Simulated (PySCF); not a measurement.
Molecule: Methyl Ethyl Formamide, C4H9NO.

Molfile (atoms numbered from 1):
```
C4H9NO
     RDKit          3D

 15 14  0  0  0  0  0  0  0  0999 V2000
   -1.7121   -0.4560    0.4792 C   0  0  0  0  0  0  0  0  0  0  0  0
   -0.8270    0.5337   -0.2626 C   0  0  0  0  0  0  0  0  0  0  0  0
    0.5896    0.2793   -0.0931 N   0  0  0  0  0  0  0  0  0  0  0  0
    1.2101   -0.7496   -0.8802 C   0  0  0  0  0  0  0  0  0  0  0  0
    1.2854    0.9887    0.8346 C   0  0  0  0  0  0  0  0  0  0  0  0
    0.8238    1.8471    1.5517 O   0  0  0  0  0  0  0  0  0  0  0  0
   -1.5253   -1.4939    0.1622 H   0  0  0  0  0  0  0  0  0  0  0  0
   -2.7744   -0.2379    0.2920 H   0  0  0  0  0  0  0  0  0  0  0  0
   -1.5361   -0.3894    1.5630 H   0  0  0  0  0  0  0  0  0  0  0  0
   -1.0525    0.5244   -1.3428 H   0  0  0  0  0  0  0  0  0  0  0  0
   -1.0088    1.5512    0.1118 H   0  0  0  0  0  0  0  0  0  0  0  0
    1.1380   -0.5299   -1.9596 H   0  0  0  0  0  0  0  0  0  0  0  0
    2.2751   -0.8215   -0.6166 H   0  0  0  0  0  0  0  0  0  0  0  0
    0.7516   -1.7375   -0.7031 H   0  0  0  0  0  0  0  0  0  0  0  0
    2.3627    0.6913    0.8637 H   0  0  0  0  0  0  0  0  0  0  0  0
  1  2  1  0
  2  3  1  0
  3  4  1  0
  3  5  1  0
  5  6  2  0
  1  7  1  0
  1  8  1  0
  1  9  1  0
  2 10  1  0
  2 11  1  0
  4 12  1  0
  4 13  1  0
  4 14  1  0
  5 15  1  0
M  END
```

Spin–spin couplings on one PBE0-D3(BJ)/def2-SVP geometry, PySCF, gas phase, non-relativistic, equivalent pairs averaged (spin–dipole term only in couplings to heteroatoms); isotopes $^{13}$C, $^{1}$H, $^{15}$N; basis pcJ-1.

How do the couplings (Hz) change with the functional? Times are CPU seconds on shared hosts with different chips, so compare them loosely.

Results:


```
functional  functions  $^{1}J$(C5,H15)  $^{1}J$(C2,H10)  $^{1}J$(C4,H12)  $^{1}J$(C1,H7)  $^{1}J$(C1,C2)  $^{1}J$(N3,C4)  $^{1}J$(N3,C5)  core-s
        HF        252            229.9            173.8            171.7           159.9            67.2           -29.3           -26.3      44
       LDA        252            154.0            107.7            106.9           101.6            22.5            -8.8            -9.4      29
       PBE        252            178.8            130.1            129.0           121.9            32.2           -11.4           -12.0      41
       KT2        252            193.9            137.2            136.2           127.8            23.5            -7.3            -6.5      42
     B3LYP        252            195.6            142.6            141.6           133.4            38.8           -14.7           -15.4      48
      PBE0        252            184.9            135.0            133.6           125.6            37.1           -14.4           -14.8      49
     B97-2        252            178.3            128.5            127.9           120.2            36.7           -14.5           -14.8      50
 BHandHLYP        252            208.7            153.8            152.5           143.1            47.5           -19.3           -19.5      33
 CAM-B3LYP        252            194.0            140.1            139.0           130.7            38.7           -15.7           -16.1      42
```
